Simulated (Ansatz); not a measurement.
## Ansatz (development build ahead of 0.2.0) run

```yaml
crystal:
  periodic: [false, false, false]
  atoms:
    - { symbol: Si, position_ang: [0.59931, -0.87664, 0.02277] }
    - { symbol: S, position_ang: [1.64883, -4.84298, 5.50557] }
basis:
  gaussian: { orbitals: cc-pVDZ }
magnetization:
  spin_polarized: true
hamiltonian:
  xc: hf
correlation:
  method: ccsd_t
  frozen_orbitals: { S: 5, Si: 5 }
```

The input is written out in the form of the current development build from the run's settings.

The run gave:

```json
{
 "Converged": "yes",
 "Reference energy": "-686.34700 hartree",
 "CCSD correlation energy": "-0.16663 hartree",
 "Triples correction": "-0.00213 hartree",
 "Total energy": "-686.51577 hartree",
 "T1 diagnostic": "0.008",
 "Largest doubles amplitude": "0.11"
}
```
